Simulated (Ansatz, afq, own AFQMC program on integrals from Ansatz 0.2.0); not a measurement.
C2H5O, doublet: AFQMC among the cluster methods

| atom | x (Å) | y (Å) | z (Å) |
| --- | --- | --- | --- |
| C | -1.1310 | 1.5897 | 0.2771 |
| C | -0.1521 | 0.4299 | 0.3413 |
| O | -0.1238 | -0.3878 | -0.7338 |
| H | -2.1557 | 1.2197 | 0.1229 |
| H | -1.1106 | 2.1796 | 1.2066 |
| H | -0.8831 | 2.2586 | -0.5609 |
| H | -0.3499 | -0.2171 | 1.2308 |
| H | 0.8892 | 0.7796 | 0.5416 |

Basis def2-TZVP. Noble-gas cores (and the filled d shells of Ga–Kr and In–Xe) are frozen. AFQMC by an in-house program on the Cholesky factors that Ansatz 0.2.0 writes for its CCSD(T) run. The CISD trial takes its coefficients from CCSD amplitudes. Released means that phaseless walkers are propagated on without the constraint, phases kept. ± is one standard error of the sampling.

Determinant: UHF, the one that the program's search chose, which needn't be the lowest solution. The geometry is a PBE0/def2-SVP stationary point of this or a neighbouring charge and spin state.

No full CI on the walks' own integrals is used here. The released AFQMC energy serves as the reference, which it does only where one determinant dominates, the energy is flat over the last release times and near the phaseless one (40 meV or 2 meV an electron, half that with transition metals). On small molecules, where full CI could be run and the noise was under 10 meV, such values lay within 10 meV of it in 19 cases of 20, a flattering rate, since the rule was set on those same cases; what remains of the bias isn't in the error bar.

Cautions: the released value is read at 1.00 1/Eh with a noise of 11 meV, more than in the cases checked (meV from the phaseless value at times in 1/Eh: -9 ± 9 at 0.24, -17 ± 7 at 0.50, -26 ± 11 at 1.00).

```
T1 diagnostic                               : 0.0186
weight of the determinant in the CISD state : 0.837
⟨S²⟩ of the determinant                     : 0.760
size of the correlated space                : 19 electrons in 120 orbitals
```

| level | correlation energy (eV) |
| --- | --- |
| MP2 | -14.3305 |
| CCSD | -15.4586 |
| CCSD(T) | -15.9876 |

Question: Estimate where phaseless AFQMC with the Hartree–Fock trial lies against CCSD(T) on the same integrals.

Answer: 1.73 ± 0.73 kcal/mol below CCSD(T).

Reference: AFQMC with the constraint released, correlation energy -16.039 ± 0.011 eV.

| level | E − E(reference) (kcal/mol) | share of correlation (%) |
| --- | --- | --- |
| CCSD(T) | 1.19 ± 0.26 | 99.68 |
| ph-AFQMC/HF | -0.54 ± 0.78 | 100.14 |
| ph-AFQMC/CISD | 0.59 ± 0.32 | 99.84 |

Released energies are given only where the last usable release times agree within the noise; a slower fall can still hide under it.
